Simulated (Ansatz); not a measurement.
A first, cheap relaxation of H4NSSi (`N[SiH2][S]`) radical.

```yaml
crystal:
  periodic: [false, false, false]
  atoms:
    - {symbol: N, position_ang: [-0.661800, -0.003200, -0.859300]}
    - {symbol: Si, position_ang: [0.645800, -0.001100, 0.145600]}
    - {symbol: S, position_ang: [-0.308200, -0.175200, 2.020200]}
    - {symbol: H, position_ang: [-1.216600, 0.812100, -0.526500]}
    - {symbol: H, position_ang: [-1.240200, -0.804200, -0.668100]}
    - {symbol: H, position_ang: [1.370000, 1.300300, 0.017600]}
    - {symbol: H, position_ang: [1.472200, -1.196700, -0.175200]}
basis:
  gaussian: {orbitals: def2-SVP}
magnetization: {spin_polarized: true, initial_magnetization: 1}
hamiltonian: {xc: pbe, dispersion: d4}
relax: {f_tol: 0.03, max_steps: 200}
```

```sh
$ ansatz run in.yaml --threads 2 --pin off --events-out ev --progress --plain
```

Output, abridged:

```
Functional definition: PBE
mean field -20250.12077775 eV, -744.1782125574 hartree, gradient 6.4e-6 eV, S^2 0.752394; 4 other end points of the search recorded, 0 dependent functions left out
relax step   1: F+E_penalty+E_count = -20250.26200268 eV  Δ(F+E_penalty+E_count) = +0.000e0 eV  max|allowed force component| = 3.387e0 eV/Å  Δτ_max = 0.0000 Å  (94 SCF iters, accepted)
mean field -20250.42040428 eV, -744.1892236293 hartree, gradient 2.8e-6 eV, S^2 0.752560; 0 other end points of the search recorded, 0 dependent functions left out
relax step   2: F+E_penalty+E_count = -20250.55965350 eV  Δ(F+E_penalty+E_count) = -2.977e-1 eV  max|allowed force component| = 1.803e0 eV/Å  Δτ_max = 0.0916 Å  (42 SCF iters, accepted)
mean field -20250.53327169 eV, -744.1933714303 hartree, gradient 5.5e-6 eV, S^2 0.752761; 0 other end points of the search recorded, 0 dependent functions left out
relax step   3: F+E_penalty+E_count = -20250.67153575 eV  Δ(F+E_penalty+E_count) = -1.119e-1 eV  max|allowed force component| = 5.349e-1 eV/Å  Δτ_max = 0.0941 Å  (40 SCF iters, accepted)
mean field -20250.54709303 eV, -744.1938793549 hartree, gradient 1.8e-5 eV, S^2 0.752842; 0 other end points of the search recorded, 0 dependent functions left out
relax step   4: F+E_penalty+E_count = -20250.68525688 eV  Δ(F+E_penalty+E_count) = -1.372e-2 eV  max|allowed force component| = 1.971e-1 eV/Å  Δτ_max = 0.0339 Å  (37 SCF iters, accepted)
mean field -20250.55030774 eV, -744.1939974935 hartree, gradient 8.9e-6 eV, S^2 0.752824; 0 other end points of the search recorded, 0 dependent functions left out
relax step   5: F+E_penalty+E_count = -20250.68896053 eV  Δ(F+E_penalty+E_count) = -3.704e-3 eV  max|allowed force component| = 9.409e-2 eV/Å  Δτ_max = 0.0189 Å  (36 SCF iters, accepted)
mean field -20250.55096003 eV, -744.1940214646 hartree, gradient 2.2e-5 eV, S^2 0.752796; 0 other end points of the search recorded, 0 dependent functions left out
relax step   6: F+E_penalty+E_count = -20250.68968580 eV  Δ(F+E_penalty+E_count) = -7.253e-4 eV  max|allowed force component| = 1.660e-2 eV/Å  Δτ_max = 0.0108 Å  (35 SCF iters, accepted)
mean field -20250.55096003 eV, -744.1940214646 hartree, gradient 2.2e-5 eV, S^2 0.752796; 5 other end points of the search recorded, 0 dependent functions left out
Total energy: -20250.68971499 eV, -744.1991206155 hartree
Atom 0 at    -0.741711     0.024469    -0.771539 Å, force    -0.002156     0.000518     0.009649 eV/Å
Atom 1 at     0.707635    -0.008016     0.259823 Å, force     0.001549    -0.000588    -0.010551 eV/Å
Atom 2 at    -0.239325    -0.183853     2.131615 Å, force    -0.002210     0.000252     0.009536 eV/Å
Atom 3 at    -1.358112     0.841240    -0.685088 Å, force     0.000319    -0.016599    -0.005621 eV/Å
Atom 4 at    -1.308067    -0.831320    -0.808654 Å, force    -0.000480     0.016087    -0.003952 eV/Å
Atom 5 at     1.459845     1.268436     0.007809 Å, force     0.001415     0.002380     0.001111 eV/Å
Atom 6 at     1.540934    -1.178956    -0.179666 Å, force     0.001564    -0.002049    -0.000172 eV/Å
Dipole moment:    -0.196754     0.025693    -0.403970 e Å
```

Hardware: 2 threads of a server CPU on a shared host. Wall time 11 s, peak host memory 0.18 GiB.
